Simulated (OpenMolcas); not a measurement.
**S2F2 (Difluorodisulfane) at 6 levels**

Aim: a comparison of 6 runs (UHF/STO-3G, B2PLYP/STO-3G, PBE0/STO-3G, SVWN5/STO-3G, r2SCAN/STO-3G, ACPF/STO-3G) of S2F2 (Difluorodisulfane). 

The calculation is run with OpenMolcas 26.06.

1 further run of the same task is left out (it didn't finish).

**1. Starting point**

The species is S2F2 (4 atoms), meant as a singlet with charge 0. SMILES: `FSSF`. The coordinates come from a PBE0-D4/def2-TZVP relaxation.

Bond lengths: F1–S2 1.631 Å, S2–S3 1.890 Å, S3–F4 1.631 Å. Angles: F1–S2–S3 108.6°, S2–S3–F4 108.6°.

**2. The energy at UHF/STO-3G (run 1)**

The input, coord.xyz:

```xyz
4

F     -1.783750    -0.199930    -0.621590
S     -0.467670     0.764150    -0.632370
S      1.044990    -0.276390    -0.184720
F      1.206410    -0.287820     1.438680
```

The input, step1.input:

```
* F2S2 Hartree-Fock
>>> EXPORT MOLCAS_PRINT=2
&GATEWAY
BasLib = $CurrDir
Coord = coord.xyz
Basis = STO-3G
Group = NoSym
&SEWARD
&SCF
UHF
Scramble = 0.25
PrOrbitals = 1 1
```

The basis set STO-3G is read from a file made from the Basis Set Exchange's data (not shown).

Command:

```console
export MOLCAS_MEM=1860
pymolcas step1.input > step1.log
```

Standard output:

```text
--- Start Module: gateway ---
[...]
--- Stop Module: gateway /rc=_RC_ALL_IS_WELL_ ---
--- Start Module: seward ---
[...]
      Basis functions           28
--- Stop Module: seward /rc=_RC_ALL_IS_WELL_ ---
--- Start Module: scf ---
[...]
       Convergence after  15 Iterations
[...]
::    Total SCF energy                               -982.3319054857
[...]
      Total spin, S                                     0.0000000009
[...]
      Total electronic charge=   50.000000
      Total            charge=   -0.000000
[...]
      Dipole Moment (debye):
      Origin of the operator (angstrom)=    0.0735    0.0621   -0.1040
                   X=  2.3707E-01               Y=  2.0028E-01               Z= -3.3552E-01           Total=  4.5704E-01
      Quadrupole Moment (debye*angstrom):
[...]
--- Stop Module: scf /rc=_RC_ALL_IS_WELL_ ---
[...]
```

Run time: 1.9 s. Hardware: 1 thread of Arm Neoverse V1, shared host; peak memory 0.37 GiB.

**3. A single-point energy at B2PLYP/STO-3G (run 2)**

coord.xyz is that of step 2.

The input, run.input:

```
>>> EXPORT MOLCAS_PRINT=2
&GATEWAY
BasLib
$CurrDir
Coord
coord.xyz
Basis
STO-3G
Group
NoSym
&SEWARD
GridInput
Grid=UltraFine
End of Grid
&SCF
KSDFT
B2PLYP_SCF
Thresholds
1e-10 1e-07 1e-07 1e-05
PrOrbitals
1 1
&MBPT2
Frozen
12
```

The basis set STO-3G is read from a file made from the Basis Set Exchange's data (not shown).

Command:

```console
export MOLCAS_MEM=1860
pymolcas run.input > run.log
```

Standard output:

```text
--- Start Module: gateway ---
[...]
--- Stop Module: gateway /rc=_RC_ALL_IS_WELL_ ---
[...]
      Basis functions           28
[...]
--- Start Module: scf ---
[...]
       Convergence after  10 Iterations
[...]
::    Total KS-DFT energy                            -983.6800654662
[...]
      Total spin, S                                     0.0000000000
[...]
      Total electronic charge=   50.000000
      Total            charge=   -0.000000
[...]
      Dipole Moment (debye):
      Origin of the operator (angstrom)=    0.0735    0.0621   -0.1040
                   X=  1.9907E-01               Y=  1.6817E-01               Z= -2.8172E-01           Total=  3.8377E-01
      Quadrupole Moment (debye*angstrom):
[...]
--- Stop Module: scf /rc=_RC_ALL_IS_WELL_ ---
[...]
--- Start Module: mbpt2 ---
[...]
 ###    WARNING: MP2 implementation intended for RHF references only         ###
 ###############################################################################
MBPT2 WARNING: Reference function according to RunFile:KS-DFT
I'll assume you know what you're doing and continue
WARNING!
Default frozen orbitals as non valence orbitals is overwritten by user input.
Default values:  12
[...]
       Reference weight ( Cref**2 )         =        0.92102
::    Total MBPT2 energy                             -983.7921807481
[...]
      Total MBPT2 calculations                           0.04      0.05
--- Stop Module: mbpt2 /rc=_RC_ALL_IS_WELL_ ---
[...]
```

Wall time 3.9 s (1 thread of Arm Neoverse V1, shared host); peak memory 0.37 GiB.

**4. A single-point energy at PBE0/STO-3G (run 3)**

coord.xyz is that of step 3.

The input, run.inp:

```
* F2S2 Kohn-Sham DFT
&GATEWAY
BasLib
$CurrDir
Coord
coord.xyz
Basis
STO-3G
Group
NoSym
&SEWARD
GridInput
Grid=UltraFine
End of Grid
&SCF
KSDFT
PBE0
Thresholds
1e-10 1e-07 1e-07 1e-05
PrOrbitals
1 1
```

The basis set STO-3G is read from a file made from the Basis Set Exchange's data (not shown).

Command:

```console
export MOLCAS_MEM=1860
pymolcas run.inp > run.log
```

Standard output:

```text
--- Start Module: gateway ---
[...]
--- Stop Module: gateway /rc=_RC_ALL_IS_WELL_ ---
--- Start Module: seward ---
[...]
      Basis functions           28
--- Stop Module: seward /rc=_RC_ALL_IS_WELL_ ---
--- Start Module: scf ---
[...]
       Convergence after  13 Iterations
[...]
::    Total KS-DFT energy                            -983.8355943829
[...]
      Total spin, S                                     0.0000000000
[...]
      Total electronic charge=   50.000000
      Total            charge=   -0.000000
[...]
      Dipole Moment (debye):
      Origin of the operator (angstrom)=    0.0735    0.0621   -0.1040
                   X=  1.6187E-01               Y=  1.3674E-01               Z= -2.2907E-01           Total=  3.1205E-01
      Quadrupole Moment (debye*angstrom):
[...]
--- Stop Module: scf /rc=_RC_ALL_IS_WELL_ ---
[...]
```

Run time: 4.5 s. Hardware: 1 thread of Arm Neoverse V1, shared host; peak memory 0.37 GiB.

Runs 4 to 5 aren't shown in full; the table further down has their settings and results.

**5. A single-point energy at ACPF/STO-3G (run 6)**

coord.xyz is that of step 4.

The input, run.inp:

```
* F2S2 ACPF

&GATEWAY
 BasLib
 $CurrDir
 Coord
 coord.xyz
 Basis
 STO-3G
 Group
 NoSym

&SEWARD

&SCF
 Thresholds
 1e-10 1e-07 1e-07 1e-05
 PrOrbitals
 1 1

&MOTRA
 Frozen
 12

&GUGA
 Electrons
 26
 Spin
 1
 Inactive
 13
 Active
 0
 CIAll
 1

&CPF
 ACPF
```

The basis set STO-3G is read from a file made from the Basis Set Exchange's data (not shown).

Command:

```console
export MOLCAS_MEM=1860
pymolcas run.inp > run.log
```

Standard output:

```text
--- Start Module: gateway ---
[...]
--- Stop Module: gateway /rc=_RC_ALL_IS_WELL_ ---
[...]
      Basis functions           28
[...]
       Convergence after  12 Iterations
[...]
::    Total SCF energy                               -982.3319054858
[...]
      Total spin, S                                     0.0000000000
[...]
      *** WARNING: Default frozen orbitals is overwritten by user input.
      *** Default values:  12
[...]
--- Start Module: guga ---
[...]
--- Stop Module: guga /rc=_RC_ALL_IS_WELL_ ---
--- Start Module: cpf ---
[...]
      Active orbitals                            0       0
[...]
      Spin quantum number                      0.0
[...]
     FINAL ACPF ENERGY        -982.44307695
     FINAL CORRELATION ENERGY   -0.11117147  REFERENCE ENERGY    -982.33190549
[...]
      Title:  ACPF natural orbitals
[...]
      Total electronic charge=   50.000000
      Total            charge=    0.000000
[...]
      Dipole Moment (debye):
      Origin of the operator (angstrom)=    0.0735    0.0621   -0.1040
                   X=  1.1000E-01               Y=  9.2922E-02               Z= -1.5567E-01           Total=  2.1206E-01
      Quadrupole Moment (debye*angstrom):
[...]
--- Stop Module: cpf /rc=_RC_ALL_IS_WELL_ ---
[...]
```

It took 1.9 s on 1 thread of Arm Neoverse V1, shared host; peak memory 0.37 GiB.

**6. The series**

| run | level | scramble | frozen core orbitals | energy (Eh) | dipole moment (D) of the reference | HOMO energy (eV) | LUMO energy (eV) | wall time |
| --- | --- | --- | --- | --- | --- | --- | --- | --- |
| 1 | UHF/STO-3G | 0.25 | – | -982.331905 | 0.46 | -7.68 | 9.61 | 1.9 s |
| 2 | B2PLYP/STO-3G | – | 12 | -983.710337 | 0.38 | -5.22 | 6.41 | 3.9 s |
| 3 | PBE0/STO-3G | – | – | -983.835594 | 0.31 | -3.61 | 4.52 | 4.5 s |
| 4 | SVWN5/STO-3G | – | – | -980.154439 | 0.24 | -1.56 | 3.31 | 4.2 s |
| 5 | r2SCAN/STO-3G | – | – | -984.172292 | 0.36 | -2.14 | 3.56 | 5.4 s |
| 6 | ACPF/STO-3G | – | 12 | -982.443077 | 0.46 | -7.68 | 9.62 | 1.9 s |

**7. What came out**

| quantity | value |
| --- | --- |
| run 6: total energy | -982.44308 Eh |
| run 6: dipole moment (mean-field density) | 0.46 D |
| run 6: HOMO energy (Hartree–Fock orbitals) | -7.68 eV |
| run 6: LUMO energy (Hartree–Fock orbitals) | 9.62 eV |
| run 6: HOMO–LUMO gap (Hartree–Fock orbitals) | 17.30 eV |
| run 6: correlation energy (12 core orbitals frozen) | -111.2 mEh |

What this shows: Over runs 1, 2, 3, 4, 5 the dipole moment (its size) runs from 0.24 D (SVWN5/STO-3G) to 0.46 D (UHF/STO-3G). Over runs 1, 2, 3, 4, 5 the HOMO–LUMO gap runs from 4.88 eV (SVWN5/STO-3G) to 17.30 eV (UHF/STO-3G). For B2PLYP the log adds the whole second-order term; the table takes 0.27 of it, as the functional is defined. Totals of different functionals can't be ranked against each other. In runs 1, 2, 3, 4, 5, 6 the basis is minimal, so the values are rough. All runs together took 22 s, the longest 5.4 s.
